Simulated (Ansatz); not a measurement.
# NH2 (SMILES [NH2]) at UB3LYP/6-31G(d) (spherical functions)

What is the energy change on altering one bond length of NH2 at UB3LYP/6-31G* (spherical functions)? 

The calculation is run with Ansatz 0.2.0.

48 further runs of the same task are left out: 48 set aside as unsound or not needed.

## Step 1: The molecule

NH2 has 3 atoms, charge 0, and is taken as a doublet. As SMILES, `[NH2]`. The shape is that of a GFN2-xTB optimisation.

Bond lengths: N1–H2 1.014 Å, N1–H3 1.014 Å. Angles: H2–N1–H3 110.0°.

## Step 2: The energy at UB3LYP/6-31G(d) (spherical functions)

File job.yaml:

```yaml
crystal:
  periodic: [false, false, false]
  atoms:
    - {symbol: N, position_ang: [0.307180, -0.182210, 0.151440]}
    - {symbol: H, position_ang: [0.155580, 0.820260, 0.174790]}
    - {symbol: H, position_ang: [-0.462760, -0.638040, -0.326220]}
basis:
  gaussian:
    orbitals: 6-31G_st_-spherical.json
magnetization:
  spin_polarized: true
  initial_magnetization: 1
accuracy: high
hamiltonian:
  xc: {name: B3LYP}
```

The basis set 6-31G* is read from a file made from the Basis Set Exchange's data (not shown).

On the command line:

```sh
$ ansatz run job.yaml --threads 1 --pin off --max-ram 2610MiB --events-out events.jsonl --progress --plain --runs-dir runs
```

What it wrote:

```text
Warning: RAYON_NUM_THREADS=1 ignored (pool sized by the plan → 1); use --threads N
Functional definition: B3LYP
  name "B3LYP"
  parameter a0 = 0.2
  parameter ax = 0.72
  parameter ac = 0.81
  exchange = (1 - a0 - ax)*slater_x + ax*b88_x + a0*exact_x
  correlation = (1 - ac)*vwn_rpa_c + ac*lyp_c
330 factors; integrals over basis functions are off by at most 4.2e-9 eV
mean field evaluation 1: about -1518.1608 eV, gradient 2.2e1 eV
mean field evaluation 2: about -1517.6003 eV, gradient 2.5e1 eV
mean field evaluation 4: about -1520.2798 eV, gradient 1.0e-1 eV
mean field evaluation 8: about -1520.2769 eV, gradient 5.0e-4 eV
mean field evaluation 16: about -1520.2769 eV, gradient 2.1e-8 eV
mean field -1520.27685044 eV, -55.8691437731 hartree, gradient 2.1e-8 eV, S^2 0.752694; 0 other end points of the search recorded, 0 dependent functions left out
reference -1520.27686859 eV, -55.8691444400 hartree; 5, 4 occupied and 13, 14 virtual orbitals, 330 factors
Total energy: -1520.27686859 eV, -55.8691444400 hartree
```

Run time: 0.74 s. Hardware: 1 thread of Arm Neoverse V1, shared host.

## Step 3: The distorted shape

File molecule.yaml:

```yaml
crystal:
  periodic: [false, false, false]
  atoms:
    - {symbol: "N", position_ang: [0.345084, -0.432856, 0.145602]}
    - {symbol: H, position_ang: [0.155580, 0.820260, 0.174790]}
    - {symbol: H, position_ang: [-0.424856, -0.888686, -0.332058]}
basis:
  gaussian: {orbitals: 6-31G_st_-spherical.json}
hamiltonian: {xc: {name: B3LYP}}
accuracy: high
magnetization: {spin_polarized: true, initial_magnetization: 1}
```

The basis set 6-31G* is read from a file made from the Basis Set Exchange's data (not shown).

On the command line:

```sh
$ ansatz run molecule.yaml --threads 1 --pin off --max-ram 2610MiB --events-out events.jsonl --progress --plain --runs-dir runs
```

What it wrote:

```text
Warning: RAYON_NUM_THREADS=1 ignored (pool sized by the plan → 1); use --threads N
Functional definition: B3LYP
  name "B3LYP"
  parameter a0 = 0.2
  parameter ax = 0.72
  parameter ac = 0.81
  exchange = (1 - a0 - ax)*slater_x + ax*b88_x + a0*exact_x
  correlation = (1 - ac)*vwn_rpa_c + ac*lyp_c
333 factors; integrals over basis functions are off by at most 4.4e-9 eV
mean field evaluation 1: about -1517.4417 eV, gradient 2.1e1 eV
mean field evaluation 2: about -1515.7591 eV, gradient 2.8e1 eV
mean field evaluation 4: about -1519.5655 eV, gradient 2.0e-1 eV
mean field evaluation 8: about -1519.5622 eV, gradient 7.8e-3 eV
mean field evaluation 16: about -1519.5623 eV, gradient 1.8e-6 eV
mean field -1519.56225175 eV, -55.8428827554 hartree, gradient 4.3e-8 eV, S^2 0.754365; 0 other end points of the search recorded, 0 dependent functions left out
reference -1519.56227038 eV, -55.8428834401 hartree; 5, 4 occupied and 13, 14 virtual orbitals, 333 factors
Total energy: -1519.56227038 eV, -55.8428834401 hartree
```

Wall time 0.76 s (1 thread of Arm Neoverse V1, shared host).

## Step 4: Summary of results

At UB3LYP/6-31G* (spherical functions):

| quantity | value |
| --- | --- |
| first shape: total energy | -55.86914 Eh |
| first shape: ⟨S²⟩ | 0.753 |
| distorted shape: total energy | -55.84288 Eh |
| distorted shape: ⟨S²⟩ | 0.754 |
| energy change with the N1–H2 bond stretched from 1.014 to 1.268 Å | 0.715 eV |

**Reading.** With the N1–H2 bond stretched from 1.014 to 1.268 Å the energy rises by 0.71 eV (16.5 kcal/mol). The first shape isn't relaxed at this level, so the change isn't measured from a minimum.
